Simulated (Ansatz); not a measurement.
## How far each method lies from UCCSDT(Q) for C–SiH–Cl⁺, doublet

Geometry: that of the C–SiH–Cl, triplet, kept fixed. The quartet lies 0.5 eV lower here.

```tsv
atom	x (Å)	y (Å)	z (Å)
C	0.0000	-0.6614	2.1374
Si	0.0000	0.4102	0.6768
Cl	0.0000	-0.1549	-1.2791
H	0.0000	1.8982	0.6640
```

Basis cc-pVDZ; Ansatz 0.2.0. Only valence electrons are correlated (noble-gas cores frozen), which leaves 15 electrons in 44 orbitals. R marks a restricted (for open shells ROHF) determinant, U an unrestricted one.

Full CI isn't at hand for all of this; UCCSDT(Q) serves as the reference, and is uncertain by about the last step of the cluster series. The frozen core follows each run's orbitals, which can shift R against U totals by a few meV.

Unrestricted rows (U) aren't spin-pure: their determinants' ⟨S²⟩ exceeds S(S+1) by up to 0.71, so they mix in states of higher spin. For open shells CISD is restricted-active-space CI with the open shells as a complete middle space.

The UHF ⟨S²⟩ is 1.463. The T1 diagnostic (RCCSD) is 0.0232. The largest doubles amplitude (RCCSD) is 0.078. The T1 diagnostic (UCCSD) is 0.0238.

```json
{"level": "UHF", "E − E(RHF) (eV)": "-0.5522"}
{"level": "RMP2", "E − E(RHF) (eV)": "-7.6646"}
{"level": "UMP2", "E − E(RHF) (eV)": "-7.7574"}
{"level": "RCCSD", "E − E(RHF) (eV)": "-8.9880"}
{"level": "UCCSD", "E − E(RHF) (eV)": "-9.0469"}
{"level": "RCCSD(T)", "E − E(RHF) (eV)": "-9.2732"}
{"level": "UCCSD(T)", "E − E(RHF) (eV)": "-9.3524"}
```

(1) Estimate how far UCCSDT(Q) in cc-pVDZ lies from RCCSD(T). The table doesn't fix it; the size of (T) and the diagnostics are the guide.

(1) UCCSDT(Q) in cc-pVDZ lies 1.79 kcal/mol below RCCSD(T), which is 27 % of the (T) step (-6.58 kcal/mol). The diagnostics give no warning, yet the rest is a sizeable part of (T). The miss exceeds 1 kcal/mol.

The other levels:

```
    level  E − E(UCCSDT(Q)) (kcal/mol)  share of correlation (%)    wall time
     CISD                        31.48                     85.40         12 s
  BCCD(T)                         1.77                     99.18         14 s
   RCCSDT                         0.57                     99.73            –
   UCCSDT                         0.68                     99.68            –
RCCSDT(Q)                         0.10                     99.95  32 s (H100)
```

The correlation energy at UCCSDT(Q), counted from RHF, is -9.351 eV. That run took 46 s on 2 threads of AMD EPYC 7R13 with a shared H100 80 GB, shared host.

Times hold each run's SCF and search for its determinant on a shared host, so for small cases they say little of a method's own cost; rows without a card ran on 1 thread of AMD EPYC 7R13.
